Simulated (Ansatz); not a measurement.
Results of PBE-D3(BJ) (Ansatz, a quantum-chemistry and plane-wave program, PAW) for hematite (α-Fe2O3).

Numerical settings: plane-wave cutoff 520 eV, 8×8×8 k mesh, Fermi–Dirac smearing 0.01 eV, spin-polarised with opposed moments, scalar-relativistic PAW data made under PBE.

Cell (relaxed at this level):

```yaml
crystal:
  lattice:
    - [4.81378, -2.49141, 0.01893]
    - [4.81378, 2.49141, 0.01893]
    - [3.50816, 0.00000, 4.13192]
  atoms:
    - { symbol: Fe, position: [0.85582, 0.85582, 0.85582], spin: 5.0 }
    - { symbol: Fe, position: [0.35582, 0.35582, 0.35582], spin: -5.0 }
    - { symbol: Fe, position: [0.14418, 0.14418, 0.14418], spin: 5.0 }
    - { symbol: Fe, position: [0.64418, 0.64418, 0.64418], spin: -5.0 }
    - { symbol: O, position: [0.44037, 0.05963, 0.75000] }
    - { symbol: O, position: [0.05963, 0.75000, 0.44037] }
    - { symbol: O, position: [0.55963, 0.94037, 0.25000] }
    - { symbol: O, position: [0.25000, 0.55963, 0.94037] }
    - { symbol: O, position: [0.94037, 0.25000, 0.55963] }
    - { symbol: O, position: [0.75000, 0.44037, 0.05963] }
```

Task: Estimate the pressure derivative B′ of the bulk modulus, band gap and Γ–Γ gap that the calculation returns.

Result: 
pressure derivative B′ of the bulk modulus: 3.2
band gap: 0.54 eV
Γ–Γ gap: 1.12 eV

Measured, for comparison: band gap 2.6 eV (temperature not stated, not corrected to a static lattice, photoemission and inverse photoemission; as tabulated in Parkinson (2016), arXiv:1602.06774). Computed (rounded) less measured: band gap -2.06 eV.

Note: without U or exact exchange, gaps and moments of open d shells tend to come out too small; the bulk modulus comes from volumes at which shape and atoms were relaxed.

Spins in the cell block are starting values.

Static lattice: no zero-point or thermal effects.

It cost very roughly 50 core-minutes of CPU time.
